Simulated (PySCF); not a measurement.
A side-by-side comparison of computed properties.

First species: C4H7Cl.
SMILES with atom numbers: `[CH3:1]/[CH:2]=[CH:3]\[CH2:4][Cl:5]` (hydrogens: H6, H7, H8 on C1; H9 on C2; H10 on C3; H11, H12 on C4)

Geometry (PBE0-D3(BJ)/def2-SVP, Å), atoms numbered from 1 in this order:
```xyz
12
C4H7Cl angstrom
C      1.307   -0.697   -0.070
C      0.556    0.568    0.177
C     -0.770    0.743    0.249
C     -1.809   -0.308    0.085
Cl    -2.755   -0.529    1.604
H      0.657   -1.573   -0.192
H      1.932   -0.610   -0.974
H      1.997   -0.902    0.765
H      1.177    1.461    0.316
H     -1.154    1.747    0.455
H     -2.542   -0.030   -0.685
H     -1.389   -1.288   -0.172
```

Second species: C4H7Cl.
Cartesian coordinates in Å at the PBE0-D3(BJ)/def2-SVP level; atoms count from 1:
```
atom  x, y, z in Å
C1     1.1866    0.3589    0.4652
C2    -0.0549   -0.4575    0.6991
C3    -0.8280   -1.0569   -0.4462
C4    -1.3982    0.0840    0.3315
Cl5   -2.7751   -0.1862    1.3941
H6     1.3774    1.0463    1.3039
H7     1.0993    0.9626   -0.4515
H8     2.0698   -0.2891    0.3513
H9    -0.0516   -1.0625    1.6120
H10   -0.4955   -0.8542   -1.4691
H11   -1.2826   -2.0394   -0.2989
H12   -1.4515    1.0681   -0.1416
```

Levels: CAM-B3LYP/def2-SVPD for dipole moment, HOMO energy, LUMO energy, HOMO–LUMO gap, static isotropic polarisability and electronic spatial extent ⟨r²⟩ about the centre of nuclear charge; TDDFT CAM-B3LYP/def2-SVPD for lowest singlet excitation; TDA CAM-B3LYP/def2-SVPD for lowest triplet excitation (Tamm–Dancoff); ΔSCF CAM-B3LYP/def2-SVPD for vertical ionisation energy; PBE0-D3(BJ)/def2-SVP for rotational constant A and rotational constant C. Geometries: PBE0-D3(BJ)/def2-SVP. All species are isolated and taken at one optimised geometry, non-relativistic unless stated; the electronic structure was computed with PySCF and density fitting.

Dipoles, sizes and rotational constants follow the conformer. The torsions of the flexible species, by atom-mapped SMILES:
- `[CH3:1]/[CH:2]=[CH:3]\[CH2:4][Cl:5]`: C2–C3–C4–Cl5 117°

Task: Which has the higher ⟨r²⟩?

Result: The first: 736 bohr² against 629 bohr², a difference of 107 bohr².

Task: Which of the two has the higher vertical ionisation energy, and by how much?

Result: The second: 10.02 eV against 9.63 eV, a difference of 0.39 eV.

Task: Which has the higher rotational constant A?

Result: The first: 10.128 GHz against 9.839 GHz, a difference of 0.289 GHz.

Task: Which of the two has the higher static isotropic polarisability, and by how much?

Result: The first: 66.4 au against 61.2 au, a difference of 5.2 au.

Task: Which has the higher rotational constant C?

Result: The second: 2.001 GHz against 1.655 GHz, a difference of 0.346 GHz.

Task: Which of the two has the higher T1 energy, and by how much?

Result: The second: 6.27 eV against 4.20 eV, a difference of 2.07 eV.

Task: Which of the two has the higher HOMO energy, and by how much?

Result: The first: -8.79 eV against -9.09 eV, a difference of 0.30 eV.

Task: Which of the two has the higher S1 energy, and by how much?

Result: The second: 6.89 eV against 6.63 eV, a difference of 0.26 eV.

On the first: The polarisability is 9.83 Å³ as a volume (1 au = 0.148185 Å³), or 1.38 au for each of the 48 electrons. The ΔSCF ionisation energy exceeds −ε(HOMO) by 0.84 eV with CAM-B3LYP.

On the second: The vertical singlet–triplet gap S1 − T1 is 0.62 eV (TDDFT singlet less Tamm–Dancoff triplet; S1: HOMO→LUMO+1, weight 0.51, beside HOMO→LUMO, weight 0.29; T1: HOMO→LUMO+1, weight 0.48). The polarisability is 9.07 Å³ as a volume (1 au = 0.148185 Å³), or 1.28 au for each of the 48 electrons.
